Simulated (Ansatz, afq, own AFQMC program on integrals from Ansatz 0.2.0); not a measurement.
Si, triplet: energetics from AFQMC and coupled cluster

A free Si atom.

Basis aug-cc-pVTZ. Noble-gas cores (and the filled d shells of Ga–Kr and In–Xe) are frozen. Integrals, coupled cluster, full CI and functionals: Ansatz 0.2.0; the random walks run on the same integrals in our own AFQMC program. The CISD trial takes its coefficients from CCSD amplitudes. Released means that phaseless walkers are propagated on without the constraint, phases kept. ± is one standard error of the sampling.

Best estimates are CCSD(T) at the basis-set limit (def2-TZVPP/QZVPP) plus the step from CCSD(T) to the highest rung at hand in aug-cc-pVTZ, named in the table (released AFQMC can keep some 10 meV of bias). No zero-point, core-correlation or spin–orbit terms. Other levels are in aug-cc-pVTZ; a dash marks a level that is missing or breaks spin symmetry for a member.

Cautions: Si (quintet): another spin lies lower; Si⁺ (quartet): another spin lies lower, the released energies have errors that jump between times, so the bars are unsure, so no released level is given (meV from the phaseless value at times in 1/Eh: 0.5 ± 0.3 at 0.24, -0.45 ± 0.20 at 0.51, 0.26 ± 0.15 at 0.99, -5 ± 5 at 1.62, 0.2 ± 0.5 at 2.40), though the last usable value meets full CI within the noise; row 1: core correlation is missing, and it shifts such a gap most where an s electron is promoted; row 2: this isn't the first ionization; row 2: core correlation is missing, and it shifts such a gap most where an s electron is promoted.

```tsv
process	B2PLYP (eV)
to charge +0, quintet (vertical)	4.34
to charge +1, quartet (vertical)	13.36
to charge +1, doublet (vertical)	8.02
```

Problem. From these values, estimate the best estimates.

Solution. 
| process | best estimate (eV) | highest rung |
| --- | --- | --- |
| to charge +0, quintet (vertical) | 3.96 | FCI |
| to charge +1, quartet (vertical) | 13.30 | FCI |
| to charge +1, doublet (vertical) | 8.17 | FCI |

Errors against the best estimates in eV, in the same order:

| level | error, 1 | error, 2 | error, 3 |
| --- | --- | --- | --- |
| MP2 | -0.39 | -0.50 | -0.11 |
| CCSD(T) | -0.07 | -0.09 | -0.05 |
| ph-AFQMC/CISD | -0.06 ± 0.001 | -0.07 ± 0.001 | -0.05 ± 0.002 |
| CCSD(T)/CBS | -0.02 | -0.02 | -0.01 |
| PBE | 0.25 | 0.13 | 0.03 |
| r2SCAN | -0.34 | -0.32 | 0.16 |
| PBE0 | 0.08 | -0.01 | 0.06 |
| B3LYP | 0.57 | 0.30 | -0.05 |
| wB97M-V | 0.55 | 0.24 | -0.25 |
| B2PLYP | 0.38 | 0.06 | -0.15 |

Cost at the first geometry (cards were shared with other jobs): PBE0/aug-cc-pVTZ, 0.51 s on 1 thread of AMD EPYC 7R13 Processor (Zen 3), with other jobs on the host; UCCSD(T)/aug-cc-pVTZ, 10 s on 1 × NVIDIA H100 80GB HBM3 with 1 thread of AMD EPYC 7R13 Processor (Zen 3), on a shared host; CCSD(T)/def2-QZVPP, 8 s on 1 × NVIDIA H100 80GB HBM3 with 1 thread of AMD EPYC 7R13 Processor (Zen 3), on a shared host; CCSDT(Q), 9.5 s on 1 × NVIDIA H100 80GB HBM3 with 1 thread of AMD EPYC 7R13 Processor (Zen 3) (shared host); ph-AFQMC/CISD with release, 89 s on 1 × NVIDIA H100 80GB HBM3 with 2 threads of AMD EPYC 7R13 Processor (Zen 3), with other jobs on the host.

Best estimates are given only where the step beyond CCSD(T) is under 0.3 eV and no member's determinant is very poor (T1 over 0.05, or 0.07 for open shells, ⟨S²⟩ too high by 0.3, two states mixed), so the hardest cases are missing from such tables.

The functionals ran in a triple-zeta set and keep a basis error of their own, a few kJ/mol for each bond in atomization energies and more for double hybrids, so close places among them and the extrapolated levels can swap.

CCSDT and higher add their correlation energy to the determinant of the CCSD(T) run, since their own runs factorise the integrals more tightly (a shift of under 2 meV). Each member of a difference takes its own highest rung, so a best estimate needn't equal the limit plus the step of one row. A walk keeps the symmetry of its determinant, which the program's search chose and which needn't be the lowest solution, so a lower state of the same spin and another symmetry isn't excluded.
